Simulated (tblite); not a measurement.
Isomers of C4H12P2. Computed values, GFN2-xTB/tblite, gas phase, harmonic and unscaled. Errors from tens to a few hundred cm⁻¹ against measured bands are possible. Modes of hydrogen on phosphorus can be 10 to 20 % off. One conformer each.

Electronic energies: GFN2-xTB at the same geometries; isomer energies are rough at this level and their order can be wrong.

| SMILES | electronic energy, lowest = 0 (kcal/mol) |
| --- | --- |
| CP(C)P(C)C | 5.8 |
| C=[P@@](C)(P)CC | 43.5 |
| CC(C)(C)PP | 0.0 |

How do GFN2-xTB zero-point energies change the relative energies?

```
         SMILES  ZPE (kcal/mol)  of it from modes above 1550 cm⁻¹  electronic (kcal/mol)  with ZPE, lowest = 0 (kcal/mol)  lowest mode (cm⁻¹)  rings
     CC(C)(C)PP            92.3                              48.4                    0.0                              0.0                  60      0
     CP(C)P(C)C            93.4                              51.5                    5.8                              6.9                  43      0
C=[P@@](C)(P)CC            89.9                              49.3                   43.5                             41.1                  33      0
```

The zero-point energies span 3.5 kcal/mol, from `C=[P@@](C)(P)CC` to `CP(C)P(C)C`. The order is unchanged.

What do entropy and thermal enthalpy add at 298.15 K and 1 bar (rigid rotor, harmonic oscillator, one conformer each)?

```
         SMILES  point group  symmetry number  S (cal/(mol K))  H − H(0) (kcal/mol)  ZPE + H − H(0) − TS (kcal/mol)
     CC(C)(C)PP           C1                1             93.0                 6.52                            71.1
     CP(C)P(C)C          C2h                2             97.9                 7.24                            71.4
C=[P@@](C)(P)CC           C1                1             99.7                 7.24                            67.4
```
